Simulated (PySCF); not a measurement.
C3H4.
Numbering: `[CH2:1]=[C:2]=[CH2:3]` (hydrogens: H4, H5 on C1; H6, H7 on C3)

Method: PBE0-D3(BJ)/def2-SVP geometry optimisation, gas phase in PySCF 2.14.0; density fitting, grid level 1; the optimiser is geomeTRIC in internal coordinates, started from a GFN2-xTB structure.

Step 0: E = -3168.0469 eV
```
atom  x, y, z in Å  |  force x, y, z in eV/Å
C1     -1.2931   -0.0023    0.0033   -0.461  -0.001   0.004
C2      0.0004    0.0001   -0.0035    0.010   0.001  -0.001
C3      1.2940    0.0036   -0.0110    0.451  -0.002   0.000
H4     -1.8578    0.6219    0.6771   -0.275   0.384   0.420
H5     -1.8628   -0.6287   -0.6644   -0.278  -0.386  -0.418
H6      1.8556    0.6777   -0.6375    0.274   0.418  -0.394
H7      1.8671   -0.6673    0.6089    0.278  -0.414   0.388
```

Question: Estimate the geometry and energy of step 1. (The exact step hangs on the optimiser's Hessian estimate; all steps are aligned on step 0, rigid shifts and turns removed.)

Answer: E = -3168.0829 eV, largest force 0.087 eV/Å
```
atom  x, y, z in Å  |  force x, y, z in eV/Å
C1     -1.3064   -0.0024    0.0035   -0.087   0.000   0.000
C2      0.0005    0.0006   -0.0038    0.000   0.000   0.000
C3      1.3073    0.0037   -0.0112    0.087   0.001  -0.001
H4     -1.8716    0.6348    0.6932    0.018  -0.021  -0.021
H5     -1.8764   -0.6420   -0.6801    0.019   0.021   0.022
H6      1.8696    0.6920   -0.6525   -0.018  -0.022   0.020
H7      1.8803   -0.6817    0.6238   -0.019   0.022  -0.020
```

The energy changes by -0.0360 eV. The first-order estimate −F·Δx gives -0.0743 eV and the mean of the old and new forces, exact on a quadratic surface, -0.0366 eV. The step makes an angle of 10° with the force vector and moves no atom by more than 0.025 Å.

What follows is the cost of the whole optimisation. Hardware: one thread, Arm Neoverse V1 (aarch64), no GPU, shared host with 32 logical CPUs at a one-minute load of 14. Cost: 2.4 s of wall time, 0.29 GiB resident at most.
